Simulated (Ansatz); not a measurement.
# Al₂HCl (triplet): the correlation ladder, cc-pVDZ

An exercise on one series of results from a longer session: the logs are not shown, and one member is left open.

Program: Ansatz 0.2.0, Gaussian basis. Level of theory: cc-pVDZ, core rule «outside noble gas», up to 15 orbitals frozen. These are calculated values, not measurements.

Plan: UHF; CCSD(T) on ROHF; CCSD(T) on UHF; BCCD(T) on ROHF; CISD; CCSDT(Q) on ROHF; CCSDT(Q) on UHF; CASSCF and NEVPT2, 10 electrons in 10 orbitals.

14 further runs of the same task are left out: 3 that didn't finish, 11 set aside as unsound or not needed.

### The system

The geometry is a PBE0/def2-TZVP stationary point (not a proven minimum).

4 atoms, charge 0, spin multiplicity 3.

Atoms are counted from 1 here; the program's logs count them from 0.

Bond lengths: Al1–Al2 2.540 Å, Al2–Cl3 2.112 Å, Al2–H4 1.583 Å. Angles: Al1–Al2–Cl3 115.3°, Al1–Al2–H4 123.6°, Cl3–Al2–H4 121.1°.

Set-up of the first run:

in.yaml

```yaml
crystal:
  periodic: [false, false, false]
  atoms:
    - {symbol: Al, position_ang: [0.000000, -0.394814, 2.233308]}
    - {symbol: Al, position_ang: [0.000000, 0.833312, 0.009660]}
    - {symbol: Cl, position_ang: [0.000000, -0.402256, -1.703598]}
    - {symbol: H, position_ang: [0.000000, 2.410685, -0.120119]}
basis:
  gaussian: {orbitals: cc-pVDZ}
magnetization: {spin_polarized: true, initial_magnetization: 2}
hamiltonian: {xc: hf}
output: {orbitals: {seedname: orbitals}}
```

Run with:

```bash
$ ansatz run in.yaml --threads 1 --pin off --events-out ev --progress --plain --max-ram 2393MiB
```

Steps of the session up to this table: UHF; CCSD(T) on ROHF; CCSD(T) on UHF; BCCD(T) on ROHF; CISD; CCSDT(Q) on ROHF; CCSDT(Q) on UHF; CASSCF and NEVPT2, 10 electrons in 10 orbitals.

One table of the session follows, with a row left open; its other results are not shown here.

```
         method  from UCCSDT(Q) (kJ/mol)
           ROHF                   +711.0
            UHF                   +702.6
           RMP2                   +120.8
           UMP2                   +119.5
           CISD                    +95.2
          RCCSD                    +23.7
          UCCSD                    +23.1
       RCCSD(T)                     +5.3
       UCCSD(T)                     +5.2
        BCCD(T)                        ?
         RCCSDT                     +1.6
         UCCSDT                     +1.5
      RCCSDT(Q)                     +0.1
      UCCSDT(Q)                        0
CASSCF frontier                   +579.5
NEVPT2 frontier                   +116.2
```

**Question.** Estimate the row for BCCD(T).

The run gave: from UCCSDT(Q) (kJ/mol): +5.0. In the column «from UCCSDT(Q) (kJ/mol)» it lies between RCCSDT (+1.6) and UCCSD(T) (+5.2).

With the free atoms at the same levels and basis (separate runs), the atomisation energy is 7.293 eV at UCCSDT(Q), 7.269 eV at RCCSD(T), 7.268 eV at UCCSD(T), 6.319 eV at ROHF.

Limits of these values: Restricted and unrestricted rows rest on different reference determinants; where their highest levels disagree by more than a few hundredths of an eV, they describe different states and don't form one ladder.
